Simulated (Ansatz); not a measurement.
Saddle point of SiNH$_{3}$, closed shell (SiNH₃ ([NH2][SiH]) → SiNH₃ ([NH][SiH2]); bonds formed: H1–Si3; bonds broken: H1–N2), PBE0-D4/def2-TZVP structure:

```tsv
atom	x (Å)	y (Å)	z (Å)
H1	-0.6875	-1.0618	-0.4677
N2	0.3580	-0.5830	0.6385
Si3	0.2342	0.1313	-0.8613
H4	-0.1391	1.6077	-0.8393
H5	0.2343	-0.0942	1.5298
```

Energies are electronic, without zero-point energy. Barriers and step energies count from the start structure reached by relaxing down the imaginary mode; all methods use the PBE0-D4 structures, on which another method's saddle can fall below an end. Computed with Ansatz 0.2.0 (basis: def2-TZVPP, with def2-QZVPP for the basis limit); correlated methods freeze the cores. B3LYP uses VWN-RPA correlation. Extrapolation: Hartree–Fock as exp(−7.88 √X), correlation as X^−2.97.

| method | barrier (eV) | step energy (eV) |
| --- | --- | --- |
| SPW92 | 2.670 | 0.736 |
| PBE-D4 | 2.672 | 0.660 |
| BLYP-D4 | ? | 0.620 |
| r2SCAN-D4 | 2.785 | 0.589 |
| B97M-V | 2.865 | 0.716 |
| PBE0-D4 | 2.964 | 0.748 |
| B3LYP-D4 | 2.946 | 0.698 |
| r2SCAN0-D4 | 3.028 | 0.694 |
| BHLYP-D4 | ? | 0.794 |
| CAM-B3LYP-D4 | 3.105 | 0.746 |
| wB97X-V | 3.122 | 0.731 |
| wB97M-V | 3.094 | 0.802 |
| B2PLYP | 2.958 | 0.638 |
| PBE-QIDH | 3.098 | 0.703 |
| RPA on PBE | 2.867 | 0.688 |
| HF | 3.740 | 0.889 |
| MP2 | ? | 0.562 |
| CCSD | 3.128 | 0.761 |
| CCSD(T) | 2.953 | 0.691 |

Q: Fill in the withheld barriers. (Judge from chemistry; the value comes from the calculation.)

A: Computed: BLYP-D4 2.705; MP2 3.018; BHLYP-D4 3.284 eV. Each is the energy of the saddle less that of the start structure, by the same method.

For comparison, the barrier by CCSD(T) at an estimated basis limit (MP2 extrapolated from triple and quadruple zeta, plus CCSD(T) − MP2 in triple zeta) is 2.939 eV.

The T1 diagnostic stays at or below 0.028. The T1 diagnostic is large here, which may signal multireference character or strong orbital relaxation, so CCSD(T) is less sure. The restricted Hartree–Fock reference is unstable towards an unrestricted one at one or more of these structures.

Labels in which every atom is bracketed show which atoms are joined, not bond orders.

For scale, one of the runs: CCSD(T)/def2-TZVPP, 115 basis functions (an equivalent command: `ansatz run in.yaml --threads 2`). Hardware: 2 CPU threads, shared host. Wall time about 3.5 s.
